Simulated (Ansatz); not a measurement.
Take PtSe2 in the CdI2 type structure (space group P-3m1, No. 164; a = 3.7724 Å, c = 4.8183 Å; layered) as the base.

All numbers come from Ansatz (a first-principles code) PBE-D3(BJ), no spin-orbit coupling.

```
level       lattice parameter a  lattice parameter c
----------  -------------------  -------------------
PBE-D3(BJ)              3.772 Å              4.818 Å
```

Measured: lattice parameter a 3.727 Å (temperature not stated; as listed in Torbjörn Björkman, The Journal of Chemical Physics (2014)); lattice parameter c 5.074 Å (temperature not stated; corrected from measurement; as listed in Torbjörn Björkman, The Journal of Chemical Physics (2014)).

Computed minus measured — lattice parameter a: PBE-D3(BJ) +1.2 %; lattice parameter c: PBE-D3(BJ) -5.0 %. Measured values not marked as corrected hold thermal and zero-point effects that the static-lattice runs lack. A miss this large can also come from another phase or magnetic state, or from a fault of the measured value.

No phonon test of stability was made. The final runs are not spin-polarised.
